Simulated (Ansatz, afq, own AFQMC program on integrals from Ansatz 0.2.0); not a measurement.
Two steps: Ansatz 0.2.0 writes the Fock matrix and Cholesky factors of the valence space, and afq projects on them the lowest state that overlaps trial and start.

```yaml
crystal:
  periodic: [false, false, false]
  atoms:
    - {symbol: N, position_ang: [0.000000, 0.000000, 0.000000]}
    - {symbol: C, position_ang: [0.000000, 0.000000, 0.931000]}
basis:
  gaussian: {orbitals: 6-31G}
magnetization: {spin_polarized: true, initial_magnetization: 1}
correlation: {method: ccsd_t, electrons: outside_noble_gas, hamiltonian_folder: ham}
```

```sh
$ ansatz run in.yaml --threads 1 --pin off --events-out ev --progress --plain --max-ram 16896MiB --backend cuda --devices 0, --max-vram 18GiB
```

Options of the walk:

```
--method phaseless --trial cisd --walkers 4000 --populations 20 --least-time 60 --time-step 0.005 --steps-per-block 50 --equilibration-blocks 28 --max-blocks 4000 --target-error 0.00018 --factor-cut 1e-05 --start spin_pure --seed 9137 --release-times 0.24,0.51,0.99,1.62,2.4 --release-step 0.03 --release-every 3 --taylor-order 6
```

Times are imaginary, in 1/Eh. The walk had a cap of 122 s. With eight or more populations the least sampling time is a fifth of least-time, and the error comes from their spread.

```
orbitals 16  electrons 5 4  factors 96 of 278
reference energy -91.95039696 Eh
CCSD correlation -0.15847510 Eh in 12 cycles, weight of the determinant in the CISD state 0.9021
energy of the start -92.107720 Eh
 block  time / (1/Eh)  mean weight  energy / Eh
     1     0.250  1.0002  -92.107293
     2     0.500  0.9999  -92.108850
     3     0.750  0.9999  -92.110148
     4     1.000  1.0000  -92.110855
     5     1.250  1.0000  -92.112704
     9     2.250  0.9998  -92.112607
    15     3.750  0.9999  -92.113063
    23     5.750  1.0000  -92.113585
    27     6.750  0.9999  -92.113878
    31     7.750  1.0001  -92.112215
    39     9.750  1.0001  -92.112253
    47    11.750  1.0001  -92.112764
    55    13.750  0.9999  -92.112823
    63    15.750  1.0000  -92.112281
    71    17.750  1.0003  -92.112148
    79    19.750  1.0002  -92.111727
    87    21.750  1.0001  -92.111094
error from the spread of 20 populations
released: time / (1/Eh)  energy / Eh  error  mean overlap
  0.24  -92.112658  0.000154  1.0012
  0.51  -92.112998  0.000100  1.0008
  0.99  -92.113158  0.000101  1.0031
  1.62  -92.113463  0.000135  1.0041
  2.40  -92.113322  0.000202  1.0025
energy -92.112309 +/- 0.000179 Eh
(rows thinned)
```

Question: Estimate how long the walk took on 1 × NVIDIA H100 80GB HBM3 with 2 threads of AMD EPYC 7R13 Processor (Zen 3), on a shared host (the card was shared).

Answer: 36 s of wall time.

The run passed its tests (sampling time, drift between the halves within three errors, error under three times the target), which doesn't prove that it has relaxed. The second half of the sampling lies above the first by 2.6 errors of their difference, so the energy may still be moving and its error bar be too small.

Against this walk (error 4.9 meV) on the same determinant: CCSD(T) 2.6 meV higher (within the noise), CCSDT(Q) 30.7 meV lower, CCSDTQ 28.3 meV lower, full CI 29.4 meV lower. The error is statistical and leaves out the bias of the constraint. Released to 2.40 1/Eh the energy lies 28 ± 7 meV (both errors) below the phaseless value, which shows part or all of the bias of the constraint, and full CI lies 1.8 meV below the released value. Full CI is exact here, so the walk's 29 meV above it is the walk's own error: the bias of the constraint with this trial, or a walk that hasn't relaxed.

Cautions: constraint bias not in the error; raised T1 diagnostic (T1 0.041, weight of the determinant 0.90, largest double 0.07).

CCSDT and higher add their correlation energy to the determinant of the CCSD(T) run, since their own runs factorise the integrals more tightly (a shift of under 2 meV). A walk keeps the symmetry of its determinant, which the program's search chose and which needn't be the lowest solution, so a lower state of the same spin and another symmetry isn't excluded.
